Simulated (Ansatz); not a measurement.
Molecule: CH$_{3}$O$_{2}$, net charge 1, singlet state. It need not be the lowest isomer of its formula. 
Coordinates optimised at B3LYP-D3(BJ)/def2-TZVP (Ansatz, a first-principles code):
```
C
O 1 1.2677
O 1 1.2677 2 128.22
H 2 0.9786 1 118.38 3 0.00
H 3 0.9786 1 118.38 2 0.00
H 1 1.0880 2 115.89 4 180.00
```
Charge +1, spin multiplicity 1.

Parts of the frozen-core correlation energy in STO-3G (Ansatz, hartree). Frozen orbitals: 3; correlated occupied orbitals by spin: 9 and 9; virtual: 6 and 6. No spin-orbit coupling. No relativistic terms.

| term | value |
|---|---|
| reference (HF) | -186.58312 |
| MP2 opposite-spin | -0.12344 |
| MP2 same-spin | … |
| CCSD correlation | … |
| (T) | … |
| FCI minus CCSD(T) | -0.00089 |
| T1 diagnostic | 0.020 |
| largest doubles amplitude | 0.093 |

Task: What belongs in the gaps?

Result: 
- MP2 same-spin, value: -0.03054
- CCSD correlation, value: -0.17957
- (T), value: -0.00825
